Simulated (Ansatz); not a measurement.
A nudged elastic band was laid between two geometries of BClH3N + H2 (8 atoms, charge 0, multiplicity 1).

These are results of Ansatz 0.2.0, RKS B3LYP-D4/def2-SVP, not measurements.

| Quantity | Value |
| --- | --- |
| movable images | 7 |
| climbing image | yes |
| spring | 5.0 eV/Å² |
| optimiser | quadratic models (default) |
| start path | through a guess of the saddle point |
| force threshold | 0.5 eV/Å |
| iteration limit | 60 |
| end points | relaxed |

First end point:

```xyz
8
Properties=species:S:1:pos:R:3
B 0.095 -0.477 -0.293
Cl 0.039 -0.558 1.488
N 1.319 -0.484 -0.945
H 2.211 -0.531 -0.463
H 1.389 -0.435 -1.955
H -0.938 -0.416 -0.906
H -0.028 3.165 1.822
H -0.046 2.405 1.849
```

Last end point:

```xyz
8
Properties=species:S:1:pos:R:3
B 0.057 0.478 -0.491
Cl 0.120 0.368 2.958
N 1.257 -0.066 -0.923
H 1.318 -0.964 -1.388
H 2.156 0.382 -0.787
H -0.978 -0.111 -0.674
H 0.071 1.559 0.058
H 0.039 1.025 1.844
```

Problem. What changes between the two ends?

Solution. Bonds broken: B1–Cl2, H7–H8. Bonds formed: B1–H7, Cl2–H8. BClH3N + H2 becomes BH4N + ClH.

Problem. Give the energies along the band, and the barrier.

Solution. It converged. The highest image is number 5 of 0 to 8, 2.18 eV above the first end and 1.49 eV above the last; the last end lies 0.70 eV above the first. The threshold of 0.5 eV/Å is loose, so the images may lie well off the minimum-energy path. The order of the stationary point at the top wasn't checked. The orbitals stay closed-shell, which can raise the energy where a bond breaks towards radicals; this wasn't checked here.

```tsv
image	path coordinate (Å)	energy (eV)	B1–Cl2 (Å)	H7–H8 (Å)	B1–H7 (Å)
0	0.00	0.00	1.78	0.76	4.21
1	0.76	0.00	1.78	0.76	3.70
2	1.52	0.02	1.79	0.76	3.13
3	2.28	0.18	1.79	0.76	2.43
4	3.03	1.02	1.85	0.77	1.84
5	3.79	2.18	2.10	1.00	1.33
6	4.55	1.51	2.57	1.55	1.23
7	5.30	0.78	3.07	1.94	1.22
8	6.05	0.70	3.45	1.86	1.21
```

Problem. What is the geometry of the highest image?

Solution. 
```xyz
8
Properties=species:S:1:pos:R:3
B 0.131 0.381 0.010
Cl 0.087 -0.200 2.027
N 1.458 0.082 -0.527
H 1.609 -0.925 -0.547
H 1.563 0.414 -1.492
H -0.955 0.076 -0.419
H 0.044 1.663 0.335
H 0.104 1.180 1.209
```

The run took 2.4 min on 1 thread of Arm Neoverse V1, on a shared host, peak memory 0.13 GiB.
